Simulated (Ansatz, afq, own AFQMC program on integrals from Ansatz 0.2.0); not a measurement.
# AlBH, doublet: AFQMC among the cluster methods

```yaml
atoms:
  - { symbol: B, position_ang: [0.0000, -0.1388, 1.5159] }
  - { symbol: Al, position_ang: [0.0000, 0.0968, -0.5473] }
  - { symbol: H, position_ang: [0.0000, -1.1027, -1.6081] }
```

Connectivity, by distances: B–AlH.

Basis 6-31G. Only valence electrons are correlated. Ansatz 0.2.0 and our own AFQMC program on the same integrals; the CISD trial comes from CCSD amplitudes, and released means the phaseless constraint is let go. Uncertainties: one standard error, sampling alone.

Determinant: UHF, the one that the program's search chose, which needn't be the lowest solution. The geometry is a point of a scan.

Full CI on the same integrals is exact in this basis and with this determinant's frozen core.

Cautions: strong correlation (T1 0.072, weight of the determinant 0.82, largest double 0.12); unrestricted determinant spin contaminated (⟨S²⟩ 1.66 against 0.75); the released energies are still falling, so no released level is given (meV from the phaseless value at times in 1/Eh: -5 ± 3 at 0.24, -9 ± 3 at 0.51, -11 ± 3 at 0.99, -18.7 ± 2.4 at 1.62, -25 ± 3 at 2.40), though the last usable value meets full CI within the noise; the next higher spin lies close (full CI puts it 48 meV above).

* T1 diagnostic: 0.0722
* weight of the determinant in the CISD state: 0.818
* ⟨S²⟩ of the determinant: 1.663
* size of the correlated space: 7 electrons in 18 orbitals

```
  level  correlation energy (eV)
    MP2                  -1.2745
   CCSD                  -2.0809
CCSD(T)                  -2.1651
```

**Question.** Estimate where phaseless AFQMC with a CISD trial lies against CCSD(T) on the same integrals.

**Answer.** 74.1 ± 3.8 meV below CCSD(T).

Reference: full CI, correlation energy -2.263 eV. The cautions show a poor starting determinant, so the rows tell how each method copes with it here, and full CI is the sure value.

| level | E − E(reference) (meV) | share of correlation (%) |
| --- | --- | --- |
| CCSD(T) | 97.9 | 95.68 |
| CCSDT | 17.8 | 99.21 |
| CCSDT(Q) | 5.8 | 99.75 |
| CCSDTQ | 1.3 | 99.94 |
| ph-AFQMC/HF | 23.4 ± 21.4 | 98.97 |
| ph-AFQMC/CISD | 23.7 ± 3.8 | 98.95 |

CCSDT and higher add their correlation energy to the determinant of the CCSD(T) run, since their own runs factorise the integrals more tightly (a shift of under 2 meV). A walk keeps the symmetry of its determinant, which the program's search chose and which needn't be the lowest solution, so a lower state of the same spin and another symmetry isn't excluded.
